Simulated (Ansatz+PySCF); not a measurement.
Values are calculated unless marked as measured or tabulated.
Input for Ansatz (development build ahead of 0.2.0):

```yaml
crystal:
  periodic: [false, false, false]
  atoms:
    - { symbol: C, position_ang: [0.0, 0.0, 0.0] }
    - { symbol: H, position_ang: [1.36293, 0.0, 0.0] }
    - { symbol: H, position_ang: [-0.54517, 0.94427, 0.0] }
    - { symbol: H, position_ang: [-0.54517, -0.94427, 0.0] }
basis:
  gaussian: { orbitals: STO-3G }
magnetization:
  spin_polarized: true
  initial_magnetization: 1
hamiltonian:
  xc: hf
correlation:
  method: mp2
  frozen_orbitals: { C: 1, H: 0 }
scf:
  omitted_lower_state_checks: [atomic_configurations, cluster_reference, orbital_swaps, given_window_search, neighbouring_geometries, increment]
```

The input is written out in the form of the current development build from the run's settings.

Results

| Quantity | Value |
| --- | --- |
| Converged | yes |
| Reference energy | -39.02989 hartree |
| Correlation energy | -0.04507 hartree |
| Total energy | -39.07496 hartree |
| Spin squared of the determinant | 0.789 |
| Occupied orbitals by symmetry in an Abelian subgroup (alpha; beta) | 3 A1 1 B1 1 B2; 3 A1 1 B2 |

Caution: bonds are stretched, where a single reference can fail.
